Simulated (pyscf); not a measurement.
Thermochemistry of product channels of `[OH][Ge][OH]` [singlet] on the singlet surface, in eV, from ωB97M-D3(BJ)/def2-TZVP energies (ideal gas, 1 atm, RRHO with modes under 100 cm⁻¹ raised to 100, one conformer, R ln 2 for rigid chiral ones). Structures and frequencies: ωB97X-D3(BJ)/def2-SVP in PySCF.

| products | ΔE | ΔH(298 K) | ΔG(600 K) | ΔG(900 K) |
|---|---|---|---|---|
| `[OH2]` + `[O]=[Ge]` [singlet] | +1.65 | +1.61 | +0.81 | +0.43 |
| `[O]=[GeH][OH]` | +1.85 | +1.77 | +1.79 | +1.80 |
| `[O]=[Ge]=[O]` + `[H][H]` | +3.88 | +3.64 | +3.06 | +2.76 |

These are energies of the channels, which say nothing of barriers. Elements up to Kr have no core potential and no relativistic terms here.
